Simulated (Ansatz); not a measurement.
Write a Python script for Ansatz 0.2.0, Python API that makes the energy of protonation at one site of B₂H₄O, SMILES BOB. Use (for the species named): r2SCAN, cc-pVDZ basis, multiplicity 1, D3BJ dispersion.

`b2h4o.xyz`
```text
7

B    -1.00320    0.10660   -0.48280
O    -0.45670   -0.51900    0.65990
B     0.94590   -0.22850    0.56000
H    -1.11980   -0.42490   -1.51460
H    -1.46190    1.24790   -0.41170
H     1.43000    0.72700    1.12760
H     1.72700   -0.97730    0.01600
```

`b2h4o.py`:
```python
"""Adding a proton to B2H4O."""

import ansatz as az
import numpy as np

molecule = az.Crystal.molecule_from_extxyz("b2h4o.xyz")

model = (
    molecule.calculation()
    .basis(gaussian="cc-pVDZ")
    .functional("r2scan", dispersion="d3bj")
)
symbols = [site.symbol for site in molecule.cartesian_sites]
start = np.array([site.position_ang for site in molecule.cartesian_sites], dtype=float)
rep = model.relax(force_tolerance=0.01).run(threads=1).report
end = np.array(rep["positions_ang"])

# put the proton on the side away from the neighbours, slightly off axis
away = sum((end[1] - end[j]) / np.linalg.norm(end[1] - end[j]) for j in [0, 2]) + np.array([0.15, 0.1, -0.2])
proton = end[1] + 1.0 * away / np.linalg.norm(away)
acid = az.Crystal.molecule()
for symbol, place in zip(symbols, end):
    acid = acid.atom(symbol, place.tolist())
acid = acid.atom("H", proton.tolist())
protonated = (
    acid.calculation()
    .basis(gaussian="cc-pVDZ")
    .functional("r2scan", dispersion="d3bj")
    .charge(1)
    .relax(force_tolerance=0.01, max_steps=80)
)
after = protonated.run(threads=1).report
xyz = np.array(after["positions_ang"])
reach = np.linalg.norm(xyz[:-1] - xyz[-1], axis=1)
print(f"base {rep['free_energy_ev']:.5f} eV, protonated {after['free_energy_ev']:.5f} eV")
print(f"the proton ends {reach.min():.3f} A from {symbols[reach.argmin()]}{reach.argmin()}")
print(f"electronic proton affinity {(rep['free_energy_ev'] - after['free_energy_ev']):.3f} eV")
```

Running `python b2h4o.py` prints:
```text
DeckWarning: the engine holds no damping parameters fitted to this dispersion correction and functional, so the run takes those fitted to r2scan beside the three-body term, which d3bj leaves out (hamiltonian.dispersion, under Limitations)
base -3463.87433 eV, protonated -3471.39927 eV
the proton ends 0.982 A from O1
electronic proton affinity 7.525 eV
```
(Warnings from the package without file and line.)

Reading the output:
- These settings explore the input space; basis and method may be short of convergence.
- The proton is put on one chosen atom, which needn't be the most basic site, so the molecule's proton affinity can be higher; the ends are stationary points, not checked by frequencies, and zero-point and thermal terms count only where printed.
- A dispersion term here runs with damping parameters fitted for another variant or functional.
- Finished in 41 s on 1 thread of Intel(R) Xeon(R) Platinum 8375C CPU @ 2.90GHz (Ice Lake) (shared host), peak memory 0.2 GiB.

(Lines on the test bed's own set-up are left out of the output.)
